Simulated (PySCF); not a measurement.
How the method moves the proton affinities of trimethylphosphine oxide

Structure: `CP(C)(C)=O` (C3H9OP). Optimised structure (Å), atoms numbered from 1:
```
C     1.5942   -0.0213   -0.4998
P     0.1261   -0.1721    0.5636
C    -0.9762   -1.3146   -0.3251
C    -0.6982    1.4460    0.4504
O     0.4372   -0.5962    1.9645
H     1.3440    0.2911   -1.5240
H     2.2786    0.7109   -0.0475
H     2.1046   -0.9950   -0.5260
H    -1.9238   -1.3871    0.2282
H    -1.1765   -0.9884   -1.3561
H    -0.5104   -2.3105   -0.3375
H    -0.9078    1.7386   -0.5888
H    -0.0515    2.2002    0.9217
H    -1.6395    1.4005    1.0170
```

All levels share the PBE0-D3(BJ)/def2-SVP structures and the PBE0-D3(BJ)/def2-SVP thermal terms; only the single-point energies (PySCF) change. Values are proton affinities (298 K, kJ/mol).

proton affinity (−ΔH): the gap is larger than usual, and may come from another state, site, conformer or species, from the functional or basis, or from an outlying measurement.

Measured (NIST Chemistry WebBook): proton affinity (−ΔH) 910 kJ/mol.

```csv
level,O5
ωB97X-D3(BJ)/def2-TZVP,938
ωB97X-D3(BJ)/def2-SVPD,949
```

The spread: 11 kJ/mol, from 938 to 949.
